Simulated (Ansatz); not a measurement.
# C2H2OS: the cost of one run

Method: RKS PBE0/def2-SVP, in Ansatz 0.2.0.

## Step 1: The structure to begin with

Bond lengths: C1–C2 1.199 Å, C2–O3 1.294 Å, O3–S4 1.693 Å, C1–H5 1.046 Å, S4–H6 1.348 Å. Angles: C1–C2–O3 177.9°, C2–C1–H5 174.1°, C2–O3–S4 119.3°, O3–S4–H6 96.5°.

As a file:

```xyz
6

C     1.5222    0.6367   -0.1438
C     0.6275   -0.0881    0.1895
O    -0.3584   -0.8333    0.5717
S    -1.7330   -0.9563   -0.4090
H     2.3690    1.2015   -0.3847
H    -2.4273    0.0395    0.1763
```

## Step 2: Relaxing end A

File input.yaml:

```yaml
crystal:
  periodic: [false, false, false]
  atoms:
    - { symbol: C, position_ang: [1.5222, 0.63667, -0.14384] }
    - { symbol: C, position_ang: [0.62748, -0.08805, 0.18953] }
    - { symbol: O, position_ang: [-0.3584, -0.83333, 0.57174] }
    - { symbol: S, position_ang: [-1.73299, -0.95625, -0.40903] }
    - { symbol: H, position_ang: [2.36903, 1.20147, -0.3847] }
    - { symbol: H, position_ang: [-2.42733, 0.03951, 0.17629] }
basis:
  gaussian: { orbitals: def2-SVP }
hamiltonian:
  xc: pbe0
relax:
  f_tol: 0.015
  max_steps: 40
```

Started as:

```console
ansatz run input.yaml --threads 1 --pin off --max-ram 2048MiB --backend cpu --events-out ev --progress --plain --runs-dir out
```

Q: Estimate wall time and peak memory on 1 thread of Arm Neoverse V1, shared host.

About 17 s, with a peak of 0.13 GiB.
